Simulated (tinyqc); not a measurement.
Inside a calculation. Method: harmonic frequencies on the RHF/sto-3g surface (energies and gradients from PySCF), for HF, spin multiplicity 1. Computed by tinyqc, a small Python program that keeps every step (integrals from PySCF). Settings: charge = 0, multiplicity = 1, basis = sto-3g, delta = 0.002. Command: `OMP_NUM_THREADS=1 python tinyqc.py 21264 21265 out.jsonl` (the two numbers bound the seeds that draw the settings). One thread of a shared host (Intel(R) Xeon(R) Processor @ 2.60GHz), about 1 s of CPU time with the checks.

## One row of the Hessian: 1Fz

optimised positions (bohr):
```
         x       y        z
1F  0.0000  0.0000  -0.0751
2H  0.0000  0.0000   1.7305
```

gradient at +delta (hartree/bohr):
```
           x         y          z
1F  0.000000  0.000000   0.001456
2H  0.000000  0.000000  -0.001456
```

gradient at -delta (hartree/bohr):
```
           x         y          z
1F  0.000000  0.000000  -0.001445
2H  0.000000  0.000000   0.001445
```

Displace 1Fz by +/-0.002 bohr; H(k, :) = (g(+) - g(-)) / (2 delta).

row of the Hessian (hartree/bohr^2): 1Fx 0.000000, 1Fy 0.000000, 1Fz 0.725281, 2Hx 0.000000, 2Hy 0.000000, 2Hz -0.725281

## Hessian by finite differences

All rows are made in the same way, and the matrix is symmetrised.

Hessian (symmetrised) (hartree/bohr^2), lower triangle:
```
          1Fx       1Fy        1Fz       2Hx       2Hy       2Hz
1Fx  0.000000
1Fy  0.000000  0.000000
1Fz  0.000000  0.000000   0.725281
2Hx  0.000000  0.000000   0.000000  0.000000
2Hy  0.000000  0.000000   0.000000  0.000000  0.000000
2Hz  0.000000  0.000000  -0.725281  0.000000  0.000000  0.725281
```

## Normal modes

masses (u): 1F 18.9984, 2H 1.0078

Diagonalise H_ij / sqrt(m_i m_j); the 5 smallest eigenvalues belong to translations and rotations; wavenumber = sqrt(eigenvalue / 1822.888) x 219474.63; each mode has its largest component positive (the first on a tie); zero-point energy = sum of wavenumbers / 2, with 349.755 1/cm per kcal/mol.

eigenvalues of the mass-weighted Hessian (hartree/(bohr^2 u)): 0.0000  0.0000  0.0000  0.0000  0.0000  0.7578

harmonic wavenumbers of the vibrations (1/cm): 4475.0

mass-weighted modes:
```
      mode 1
1Fx   0.0000
1Fy   0.0000
1Fz  -0.2244
2Hx   0.0000
2Hy   0.0000
2Hz   0.9745
```

zero-point energy = 6.3973 kcal/mol
